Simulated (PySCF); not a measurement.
Saddle point of CH5AlO, closed shell (CH₅AlO ([CH3][AlH][OH]) → AlHO ([O][AlH]) + CH₄; bonds formed: C2–H4; bonds broken: Al1–C2, O3–H4), PBE0-D4/def2-TZVP structure:

Al1  (-1.178, -0.014, 0.595)
C2  (0.783, 0.127, -0.340)
O3  (-1.346, -1.515, -0.015)
H4  (-0.061, -0.863, -0.369)
H5  (-1.555, 1.290, 1.387)
H6  (1.312, 0.368, 0.588)
H7  (0.561, 1.047, -0.890)
H8  (1.483, -0.441, -0.956)
(Å)

Energies are electronic, without zero-point energy. Barriers and step energies count from the start structure reached by relaxing down the imaginary mode; all methods use the PBE0-D4 structures, on which another method's saddle can fall below an end. PySCF 2.14 with density fitting (its default auxiliary sets; JK sets also for MP2 and CCSD(T)); basis: def2-TZVPP, with def2-QZVPP for the basis limit; cores frozen in the correlated methods. B3LYP uses VWN-RPA correlation. Extrapolation: Hartree–Fock as exp(−7.88 √X), correlation as X^−2.97.

| method | barrier (kcal/mol) | step energy (kcal/mol) |
| --- | --- | --- |
| SPW92 | 54.90 | 50.60 |
| PBE-D4 | 57.83 | 46.26 |
| r2SCAN-D4 | 62.13 | 50.95 |
| PBE0-D4 | ? | 53.38 |
| B3LYP-D4 | 65.47 | 49.74 |
| BHLYP-D4 | ? | 56.94 |
| wB97M-V | 67.26 | 52.98 |
| HF | ? | 63.00 |
| MP2 | 64.62 | 49.21 |
| CCSD | 71.12 | 54.31 |
| CCSD(T) | 67.53 | 51.30 |

Question: Fill in the withheld barriers. (Judge from chemistry; the value comes from the calculation.)

Answer: Computed: PBE0-D4 64.87; HF 85.15; BHLYP-D4 73.23 kcal/mol. Each is the energy of the saddle less that of the start structure, by the same method.

For comparison, the barrier by CCSD(T) at an estimated basis limit (MP2 extrapolated from triple and quadruple zeta, plus CCSD(T) − MP2 in triple zeta) is 66.98 kcal/mol.

The T1 diagnostic stays at or below 0.027. The T1 diagnostic is large here, which may signal multireference character or strong orbital relaxation, so CCSD(T) is less sure.

Labels in which every atom is bracketed show which atoms are joined, not bond orders.

For scale, one of the runs: CCSD(T)/def2-TZVPP, 174 basis functions, launched by `OMP_NUM_THREADS=4 python run.py`. The run took 2.9 min on 4 CPU threads of an Arm Neoverse V2 (shared host), with 1.4 GiB of host memory at its peak.
